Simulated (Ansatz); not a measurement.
```yaml
crystal:
  periodic: [false, false, false]
  atoms:
    - {symbol: W, position_ang: [-0.158275, 0.000057, -0.000271]}
    - {symbol: N, position_ang: [1.745734, -0.000624, 0.002991]}
    - {symbol: H, position_ang: [2.304676, 0.890252, 0.001259]}
    - {symbol: H, position_ang: [2.304030, -0.891899, 0.006637]}
basis:
  gaussian: {orbitals: def2-TZVP}
total_charge: 1
magnetization: {spin_polarized: true, initial_magnetization: 4}
hamiltonian: {xc: pbe0}
relax: {f_tol: 0.004, max_steps: 80}
```

```sh
$ ansatz run in.yaml --threads 1 --pin off --events-out ev --progress --plain --max-ram 2176MiB
```

Steps of the relaxation (energy above the last step; positions in Å, forces in eV/Å):

```
4
step 1, 90.8 meV
W    -0.158    0.000    0.000    1.370    0.000    0.002
N     1.746   -0.001    0.003   -0.449    0.000   -0.001
H     2.305    0.890    0.001   -0.461   -1.300    0.003
H     2.304   -0.892    0.007   -0.460    1.300   -0.005
```

```
4
step 2, 4.7 meV
W    -0.126    0.000    0.000    0.019    0.000    0.000
N     1.732   -0.001    0.003    0.091    0.000    0.000
H     2.296    0.857    0.001   -0.055   -0.345    0.001
H     2.295   -0.859    0.007   -0.055    0.345   -0.001
```

```
4
step 3, 0.3 meV
W    -0.128    0.000    0.000   -0.014    0.000    0.000
N     1.729   -0.001    0.003   -0.096    0.000    0.000
H     2.298    0.844    0.001    0.055    0.003    0.000
H     2.297   -0.846    0.006    0.055   -0.003    0.000
```

```
4
step 5, 0.0 meV
W    -0.131    0.000    0.000   -0.001    0.000    0.000
N     1.726   -0.001    0.003    0.001    0.000    0.000
H     2.300    0.842    0.001    0.000    0.000    0.000
H     2.300   -0.843    0.006    0.000    0.000    0.000
```

Close pairs at the end: N2–H4 1.019 Å, N2–H3 1.019 Å, W1–N2 1.857 Å, W1–H3 2.573 Å, W1–H4 2.573 Å.

A stationary point of unrestricted PBE0 after 5 steps, with ⟨S²⟩ = 6.061 against 6.00 for a pure state; no frequencies were run, so it isn't proven a minimum. 15 s on 1 thread of AMD EPYC 9R45, shared host.
